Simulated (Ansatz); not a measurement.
# Si2H4 (SMILES [SiH][SiH3]) at UB3LYP/STO-3G

Aim: the vertical ionisation energy of Si2H4 at UB3LYP/STO-3G, from 2 runs. 

Program for the calculation: Ansatz 0.2.0.

29 further runs of the same task are left out: 29 set aside as unsound or not needed.

## (1) Starting point

Si2H4: 6 atoms, total charge 0, spin state triplet. As SMILES, `[SiH][SiH3]`. The shape is that of a GFN2-xTB optimisation.

Bond lengths: Si1–Si2 2.254 Å, Si1–H3 1.473 Å, Si2–H4 1.467 Å, Si2–H5 1.474 Å, Si2–H6 1.474 Å. Angles: Si1–Si2–H4 105.5°, Si1–Si2–H5 115.5°, Si1–Si2–H6 115.4°, Si2–Si1–H3 128.8°, H4–Si2–H5 107.9°, H4–Si2–H6 107.9°, H5–Si2–H6 104.3°.

## (2) A single-point energy at UB3LYP/STO-3G

The input, molecule.yaml:

```yaml
crystal:
  periodic: [false, false, false]
  atoms:
    - {symbol: Si, position_ang: [0.322720, -1.575880, 0.287350]}
    - {symbol: Si, position_ang: [-0.300130, 0.523270, -0.245660]}
    - {symbol: H, position_ang: [1.427930, -2.017820, 1.155760]}
    - {symbol: H, position_ang: [-1.456530, 0.376070, -1.136010]}
    - {symbol: H, position_ang: [0.714920, 1.325330, -0.951090]}
    - {symbol: H, position_ang: [-0.708920, 1.369020, 0.889660]}
basis:
  gaussian:
    orbitals: STO-3G
accuracy: high
hamiltonian:
  xc: {name: B3LYP}
magnetization:
  spin_polarized: true
  initial_magnetization: 2
total_charge: 0
```

Launch:

```
$ ansatz run molecule.yaml --threads 1 --pin off --max-ram 2610MiB --events-out events.jsonl --progress --plain --runs-dir runs
```

Standard output:

```text
Warning: RAYON_NUM_THREADS=1 ignored (pool sized by the plan → 1); use --threads N
Functional definition: B3LYP
  name "B3LYP"
  parameter a0 = 0.2
  parameter ax = 0.72
  parameter ac = 0.81
  exchange = (1 - a0 - ax)*slater_x + ax*b88_x + a0*exact_x
  correlation = (1 - ac)*vwn_rpa_c + ac*lyp_c
388 factors; integrals over basis functions are off by at most 6.1e-9 eV
mean field evaluation 1: about -15633.3820 eV, gradient 1.0e1 eV
mean field evaluation 2: about -15633.8634 eV, gradient 6.9e0 eV
mean field evaluation 4: about -15634.2398 eV, gradient 1.7e-1 eV
mean field evaluation 8: about -15634.1892 eV, gradient 1.8e-3 eV
mean field evaluation 16: about -15634.1892 eV, gradient 1.1e-7 eV
mean field -15634.18923185 eV, -574.5458570364 hartree, gradient 3.2e-8 eV, S^2 2.001233; 0 other end points of the search recorded, 0 dependent functions left out
reference -15634.18926142 eV, -574.5458581230 hartree; 17, 15 occupied and 5, 7 virtual orbitals, 388 factors
Total energy: -15634.18926142 eV, -574.5458581230 hartree
```

Wall time 1.4 s (1 thread of AMD EPYC 9R14 (Zen 4), shared host); peak memory 0.16 GiB.

## (3) The doublet cation at the same level

The input, in.yaml:

```yaml
crystal:
  periodic: [false, false, false]
  atoms:
    - {symbol: Si, position_ang: [0.322720, -1.575880, 0.287350]}
    - {symbol: Si, position_ang: [-0.300130, 0.523270, -0.245660]}
    - {symbol: H, position_ang: [1.427930, -2.017820, 1.155760]}
    - {symbol: H, position_ang: [-1.456530, 0.376070, -1.136010]}
    - {symbol: H, position_ang: [0.714920, 1.325330, -0.951090]}
    - {symbol: H, position_ang: [-0.708920, 1.369020, 0.889660]}
basis:
  gaussian: {orbitals: STO-3G}
total_charge: 1
magnetization: {spin_polarized: true, initial_magnetization: 1}
hamiltonian: {xc: {name: B3LYP}}
accuracy: high
```

Launch:

```
$ ansatz run in.yaml --threads 1 --pin off --max-ram 2610MiB --events-out events.jsonl --progress --plain --runs-dir runs
```

Standard output:

```text
Warning: RAYON_NUM_THREADS=1 ignored (pool sized by the plan → 1); use --threads N
[... 7 set-up lines as earlier in the session ...]
387 factors; integrals over basis functions are off by at most 6.1e-9 eV
mean field evaluation 1: about -15628.3067 eV, gradient 1.0e1 eV
mean field evaluation 2: about -15628.7361 eV, gradient 7.7e0 eV
mean field evaluation 4: about -15629.4091 eV, gradient 2.6e-1 eV
mean field evaluation 8: about -15629.3551 eV, gradient 4.3e-3 eV
mean field evaluation 16: about -15629.3551 eV, gradient 3.5e-7 eV
mean field -15629.35514258 eV, -574.3682075323 hartree, gradient 1.0e-7 eV, S^2 0.750376; 0 other end points of the search recorded, 0 dependent functions left out
reference -15629.35517223 eV, -574.3682086221 hartree; 16, 15 occupied and 6, 7 virtual orbitals, 387 factors
Total energy: -15629.35517223 eV, -574.3682086221 hartree
```

Run time: 1.5 s. Hardware: 1 thread of AMD EPYC 9R14 (Zen 4), shared host; peak memory 0.15 GiB.

## (4) Outcome

Level: UB3LYP/STO-3G.

```
                                          quantity          value
                       triplet Si2H4: total energy  -574.54586 Eh
                               triplet Si2H4: ⟨S²⟩          2.001
                      doublet cation: total energy  -574.36821 Eh
                              doublet cation: ⟨S²⟩          0.750
vertical ionisation energy (to the doublet cation)       4.834 eV
```

What this shows: The vertical ionisation energy comes to 4.83 eV (466 kJ/mol). In a minimal basis such a difference can be off by several eV, whatever the method.
